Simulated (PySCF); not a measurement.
Stepwise substitution at one centre (Al F-H). Gas-phase values, no solvent. Strings in code marks are SMILES.

All values below come from PBE-D3(BJ)/def2-TZVP // B3LYP-D3(BJ)/def2-TZVP (PySCF). Excitations are Tamm–Dancoff values on a coarser integration grid. The basis has no diffuse functions, so Rydberg states are missing or too high.

```tsv
species	HOMO–LUMO gap (eV)	dipole moment (D)	brightest of the four lowest singlets (TDA) (eV)
0 of 3 F replaced by H (`[F][Al]([F])[F]`)	7.20	0.00	8.04
1 of 3 F replaced by H	7.01	1.31	8.10
2 of 3 F replaced by H	5.32	1.30	7.41
3 of 3 F replaced by H	4.78	0.00	–
```
